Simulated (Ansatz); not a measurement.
Geometry optimisation, UKS BLYP-D4/6-31G* in Ansatz.

Input:

```yaml
crystal:
  periodic: [false, false, false]
  atoms:
    - { symbol: B, position_ang: [-0.003576, 0.010246, -0.321721] }
    - { symbol: F, position_ang: [-0.007573, 0.052961, 1.009206] }
    - { symbol: H, position_ang: [1.058544, -0.007598, -0.878867] }
    - { symbol: H, position_ang: [-1.062193, -0.008348, -0.885219] }
    - { symbol: Si, position_ang: [0.009648, -0.022062, 3.813153] }
    - { symbol: H, position_ang: [-0.76278, -1.197864, 4.337042] }
    - { symbol: H, position_ang: [1.414063, -0.07503, 4.338207] }
    - { symbol: H, position_ang: [-0.646133, 1.247695, 4.270399] }
magnetization:
  spin_polarized: true
  initial_magnetization: 1
basis:
  gaussian: { orbitals: "6-31G*" }
hamiltonian:
  xc: blyp
  dispersion: d4
relax:
  f_tol: 0.03
  max_steps: 50
```

Command:

```bash
$ ansatz run input.yaml --threads 1 --pin off --max-ram 2048MiB --backend cpu --events-out ev --progress --plain --runs-dir out
```

Task: Where does it end, and by what steps?

Result: It converged. The force dipped under the threshold on the way, but the program's further checks kept it going. After 30 steps the energy has fallen by 0.146 eV; H6 moved furthest, 1.06 Å.

| step | energy less start (eV) | largest force component (eV/Å) | accepted |
| --- | --- | --- | --- |
| 0 | 0.0000 | 0.448 | yes |
| 2 | -0.0123 | 1.464 | no |
| 4 | -0.0967 | 0.397 | yes |
| 6 | -0.1066 | 0.034 | yes |
| 8 | -0.1032 | 0.637 | no |
| 10 | -0.1061 | 0.437 | no |
| 12 | -0.1125 | 0.043 | yes |
| 14 | -0.1138 | 0.120 | yes |
| 16 | -0.1175 | 0.029 | yes |
| 18 | -0.1140 | 0.447 | no |
| 20 | -0.1194 | 0.373 | no |
| 22 | -0.1245 | 0.146 | yes |
| 24 | -0.1316 | 0.111 | yes |
| 26 | -0.1385 | 0.179 | yes |
| 28 | -0.1459 | 0.017 | yes |
| 30 | -0.1463 | 0.023 | yes |

```xyz
8
Properties=species:S:1:pos:R:3
B 0.099 0.128 -0.351
F 0.138 0.616 0.894
H 1.149 -0.073 -0.903
H -0.981 -0.081 -0.835
Si -0.235 -0.367 3.974
H -0.506 -0.941 5.336
H 1.242 -0.247 3.742
H -0.906 0.963 3.824
```

Run time: 70 s on 1 thread of Arm Neoverse V1, on a shared host, peak memory 0.14 GiB.
